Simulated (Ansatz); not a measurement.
`O=S(=O)(F)F`. Charge 0, multiplicity 1. The structure was optimised at the PBE0-D4/def2-TZVP level.

```xyz
5

O     1.481    0.023   -0.005
S     0.083    0.027    0.126
O    -0.610    0.255    1.326
F    -0.496    0.965   -0.947
F    -0.459   -1.270   -0.500
```

(1) What is the dipole moment at PBE/def2-TZVPP? (An estimate is asked.)

(2) And with r2SCAN, B3LYP, ωB97M-V? (Estimate.)

(3) Give the Mulliken charges with PBE, B3LYP, ωB97M-V in def2-TZVPP. (Estimate.)

## Answers

(1) The calculation gave: 1.11 D, with components (-0.60, -0.19, -0.91) D in this frame, pointing from negative to positive charge.

(2) Ansatz gave: r2SCAN 1.14 D, B3LYP 1.13 D, ωB97M-V 1.16 D.

(3) The calculation gave: 
```
atom    PBE  B3LYP  ωB97M-V
  O1  -0.30  -0.35    -0.37
  S2   0.85   1.04     1.05
  O3  -0.30  -0.35    -0.37
  F4  -0.12  -0.17    -0.16
  F5  -0.12  -0.17    -0.16
```

B3LYP here is the variant with VWN-RPA as its local correlation; programs differ in this.
